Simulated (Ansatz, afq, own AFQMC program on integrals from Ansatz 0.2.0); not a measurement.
# GaH3Se, singlet → GaH₃Se, triplet

```xyz
5

Ga    0.0000    0.0145    1.2155
Se    0.0000   -0.0313   -1.1066
H     0.0000    1.4015    1.9300
H     0.0000   -1.3846    1.9060
H     0.0000    1.4319   -1.2283
```

Connectivity, by distances: GaH2–SeH.

E(triplet, charge +0) − E(singlet, charge +0) at this geometry, on RHF and UHF determinants.

Basis cc-pVDZ. Noble-gas cores (and the filled d shells of Ga–Kr and In–Xe) are frozen. AFQMC by an in-house program on the Cholesky factors that Ansatz 0.2.0 writes for its CCSD(T) run. The CISD trial takes its coefficients from CCSD amplitudes. Released means that phaseless walkers are propagated on without the constraint, phases kept. Free projection: walkers drawn from exp(T), propagated without any constraint. Its projection time is finite, and what remains of the start isn't in its error. ± is one standard error of the sampling. No spin–orbit coupling. The errors of all members are added in quadrature.

No full CI on the walks' own integrals is used here. The released AFQMC energy serves as the reference, which it does only where one determinant dominates, the energy is flat over the last release times and near the phaseless one (40 meV or 2 meV an electron, half that with transition metals). On small molecules, where full CI could be run and the noise was under 10 meV, such values lay within 10 meV of it in 19 cases of 20, a flattering rate, since the rule was set on those same cases; what remains of the bias isn't in the error bar. Each member takes its own surest rung, up to full CI.

Errors are counted within cc-pVDZ, not against nature.

Cautions: inner d shell frozen; no relativity below Rb; no spin-orbit coupling; GaH₃Se (singlet): the ph-AFQMC/CISD walk drifts between its halves (2.1 errors), the released value is read at 2.40 1/Eh with a noise of 13 meV, more than in the cases checked (meV from the phaseless value at times in 1/Eh: 5 ± 10 at 0.24, 11 ± 8 at 0.51, 16 ± 10 at 0.99, 11 ± 12 at 1.62, 17 ± 13 at 2.40); GaH₃Se (triplet): another spin lies lower, the released value is read at 2.40 1/Eh with a noise of 14 meV, more than in the cases checked (meV from the phaseless value at times in 1/Eh: -9 ± 12 at 0.24, -21 ± 12 at 0.51, -13 ± 10 at 0.99, -12 ± 12 at 1.62, -19 ± 14 at 2.40).

| level | vertical spin gap (kJ/mol) |
| --- | --- |
| HF | 386.5 |
| CCSD | 422.4 |

Q: From these cheaper values, estimate the vertical spin gap at the reference level in cc-pVDZ.

A: 424.0 ± 1.9 kJ/mol (AFQMC with the constraint released in cc-pVDZ).

| level | vertical spin gap (kJ/mol) | error against released AFQMC (kJ/mol) |
| --- | --- | --- |
| MP2 | 435.3 | 11.3 ± 1.9 |
| CCSD(T) | 424.3 | 0.3 ± 1.9 |
| ph-AFQMC/HF | 424.6 ± 6.5 | 0.5 ± 6.8 |
| ph-AFQMC/CISD | 427.5 ± 1.5 | 3.5 ± 2.4 |
| free AFQMC | 422.9 ± 1.5 | -1.2 ± 2.4 |

Correlation beyond CCSD(T) changes it by less than twice the noise. The perturbative (T) step is worth +1.9 kJ/mol.

Free projections are given only where their last times agree within the noise and don't stop above the reference; a slow remainder of the start can still hide under it. A walk keeps the symmetry of its determinant, which the program's search chose and which needn't be the lowest solution, so a lower state of the same spin and another symmetry isn't excluded. Released energies are given only where the last usable release times agree within the noise; a slower fall can still hide under it.
